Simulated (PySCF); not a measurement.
Isomers C4H5NO:

A. `Nc1ccco1`
B. `InChI=1S/C4H5NO/c1-4(6)2-3-5/h2H2,1H3`
C. Cyclopropyl Isocyanate (SMILES O=C=NC1CC1)

Spectrum 1. 13C{1H} NMR (computed): δ 118.8 (C), 24.3 (CH), 12.4 (CH2).

Spectrum 2. 13C{1H} NMR (computed): δ 162.1 (C), 135.2 (CH), 118.7 (CH), 88.1 (CH).

Spectrum 3. 13C{1H} NMR (computed): δ 201.9 (C), 120.2 (C), 33.2 (CH2), 30.0 (CH3).

PySCF 2.14.0 with density-fitted response routines calculation with geometry from GFN2-xTB, PBE0/pcSseg-1 with gauge-including orbitals and J couplings at B3LYP/pcJ-1 (spin–dipole term left out of most H,H and C,H couplings); one computed conformer, non-relativistic, equivalent nuclei averaged, no solvent.

Referencing at the same level of theory: 13C (186.93 ppm) against TMS. Shifts are as computed. Against solution values, carbons near 30 ppm lie about +3 ppm off and those near 130 ppm about +5 ppm. Of 1211 compounds with measured shifts, 218 miss one by over three times the rms of a fit or turn the order of signals round; such compounds aren't used in these exercises.

**Question.** Match each spectrum to its structure.

**Answer.** 1–C, 2–A, 3–B.

- Spectrum 1 (C): 3 13C signals; δC 12.4 is a three-membered-ring carbon; δC 118.8 is a central carbon of a heterocumulene.
- Spectrum 2 (A): 4 13C signals; δC 162.1 is an aromatic carbon bearing nitrogen; δC 88.1 is an aromatic CH.
- Spectrum 3 (B): 4 13C signals; δC 201.9 is a ketone carbonyl carbon; δC 120.2 is a nitrile carbon.
